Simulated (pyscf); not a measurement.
`[OH2]` + `[BH]=[O]` → `[OH][BH][OH]`, an addition across a multiple bond or ene-type step (singlet surface; H–O broken, B–O, H–O formed). PySCF, gas phase, ωB97X-D3(BJ)/def2-SVP geometries. Correlated levels are frozen-core, on RHF or UHF. ΔMP2 is the change of the MP2 total energy from the triple- to the quadruple-zeta basis. Energies in kcal/mol from the separated reactants.

Small-basis levels: PySCF, no dispersion term, spherical d functions. AM1 to PM7: differences of heats of formation from MOPAC. Cost: rough CPU time at the saddle relative to B3LYP/6-31G*, from one job on a shared machine.

```json
[
 {"level": "HF/3-21G", "barrier": "7.0", "reaction energy": "-59.0", "cost": "0.09"},
 {"level": "SVWN5/6-31G*", "barrier": "-14.2", "reaction energy": "-59.6", "cost": "0.9"},
 {"level": "B3LYP/3-21G", "barrier": "-8.1", "reaction energy": "-57.1", "cost": "0.7"},
 {"level": "B3LYP/6-31G*", "barrier": "6.4", "reaction energy": "-46.9", "cost": "1"},
 {"level": "AM1", "barrier": "27.7", "reaction energy": "-35.6", "cost": "under 0.02"},
 {"level": "PM6", "barrier": "10.3", "reaction energy": "-34.8", "cost": "under 0.02"},
 {"level": "PM7", "barrier": "?", "reaction energy": "-32.9", "cost": "under 0.02"},
 {"level": "CCSD(T)/def2-TZVPP + ΔMP2(QZVPP)", "barrier": "?", "reaction energy": "-43.1", "cost": "–"}
]
```

Question: What belongs in the gaps?

Answer: 
- PM7, barrier: 14.4
- CCSD(T)/def2-TZVPP + ΔMP2(QZVPP), barrier: 12.1

Against the last row the barrier runs from -26.3 (SVWN5/6-31G*) to +15.6 kcal/mol (AM1); PM6 happens to lie closest here (1.8 kcal/mol apart). At SVWN5/6-31G*, B3LYP/3-21G this geometry lies under one side, so the entry may be no barrier of that level: it is a single point on another level's saddle. CCSD(T)/def2-TZVPP + ΔMP2(QZVPP) has limits of its own. On the reactant side the descent ends in a complex, 4.7 kcal/mol under the separated species and 13.4 kcal/mol under the saddle at ωB97X-D3(BJ)/def2-TZVP. The reactants may also form a dative adduct at HB=O; it and routes through it were not searched. At ωB97X-D3(BJ) the barrier from the zero used here is 8.7 kcal/mol. One saddle was located; it need not be the lowest between these sides. The CCSD(T) − MP2 part came from Ansatz, without density fitting, on the same reference.
